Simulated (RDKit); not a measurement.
RDKit input (UFF):

```python
from rdkit import Chem
from rdkit.Chem import AllChem, rdDetermineBonds

mol = Chem.MolFromXYZFile('mol.xyz')
rdDetermineBonds.DetermineBonds(mol, charge=-1)
print('SMILES', Chem.MolToSmiles(Chem.RemoveHs(mol)))
ff = AllChem.UFFGetMoleculeForceField(mol)
e0 = ff.CalcEnergy()
flag = ff.Minimize(maxIts=5000, forceTol=1e-5)
print(f'energy {e0:.4f} -> {ff.CalcEnergy():.4f} kcal/mol, converged: {flag == 0}')
print(Chem.MolToXYZBlock(mol))
```
mol.xyz:
```
12

N     -0.00213402     0.04214599     0.37919140
C     -0.00747060     1.44661146    -0.18378675
C      1.17873129    -0.64720590    -0.07181221
C     -1.17037410    -0.66082446    -0.08351890
H      0.86175233     1.94458640     0.29284521
H     -0.88711575     1.93444762     0.28412978
H      1.27604701    -0.62910707    -1.18225025
H      1.17565772    -1.69085337     0.27324375
H      2.07028400    -0.15669671     0.33315067
H     -1.25682128    -0.64379097    -1.19487271
H     -2.07154558    -0.18070831     0.31251001
H     -1.15863979    -1.70438609     0.26161086
```

Which steric energies does it print, before and after the minimisation?

10.77 and 6.12 kcal/mol. They count from the force field's own zero for this bonding and are no heats of formation.
